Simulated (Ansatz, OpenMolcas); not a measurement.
Computed against measured: atomisation enthalpy at 298 K

8 molecules with nitrogen; the atomisation enthalpy at 298 K in kJ/mol, computed less measured. Shapes, held fixed at every level: PBE0-D4/def2-TZVP. Flexible molecules stand in one conformer, not always the lowest. Thermal terms are harmonic and unscaled (PBE0-D4/def2-TZVP); the spin-orbit lowering of the free atoms is taken from their spectra. Programs: Ansatz 0.2.0, OpenMolcas 26.06. A level may come from different programs for different species; with the same settings they agree closely. Measured values: Active Thermochemical Tables, CRC Handbook of Chemistry and Physics.

Levels: A = HF/3-21G; B = PBE0-D4/def2-TZVPP; C = B2PLYP/def2-TZVPP; D = CCSD(T)/def2-SVP.

```csv
molecule,from tabulated heats,A,B,C,D
N2 (nitrogen),945,-720,-14,0,-86
HNC (hydrogen isocyanide),1215,-574,-3,-4,-79
HOCN (cyanic acid),1671,-923,+4,-9,-121
N2H3 (hydrazinyl radical),1374,-811,+19,+1,-145
C3H3NO (oxazole),3542,-1516,+54,-28,-189
C3H5N (propanenitrile),3661,-1241,+16,-28,-173
C2H7N (dimethylamine),3448,-1144,+10,-29,-176
C3H5NO (acrylamide),4092,-1562,+36,-32,-218
```

Task: Sum up the errors.

Result: 
```
             level                   kind  mean error  mean absolute error  worst case
          HF/3-21G           Hartree–Fock     -1061.4               1061.4      C3H5NO
PBE0-D4/def2-TZVPP          global hybrid       +15.2                 19.5      C3H3NO
 B2PLYP/def2-TZVPP          double hybrid       -16.1                 16.4      C3H5NO
  CCSD(T)/def2-SVP  coupled cluster or CI      -148.4                148.4      C3H5NO
```

On this set B2PLYP/def2-TZVPP has the smallest mean absolute error and HF/3-21G the largest. HF/3-21G is too low in 8 of 8; PBE0-D4/def2-TZVPP is too high in 6 of 8; B2PLYP/def2-TZVPP is too low in 6 of 8; CCSD(T)/def2-SVP is too low in 8 of 8. Heats of the atoms come from ATcT where it has them. The levels differ in basis as well as in method. The smallest two are near a tie. For HF/3-21G and B2PLYP/def2-TZVPP and CCSD(T)/def2-SVP the error tends to grow with the atomisation enthalpy. Hartree–Fock lacks correlation and underbinds. Correlated wave functions converge slowly with the basis. Open shells run unrestricted. The set is small.
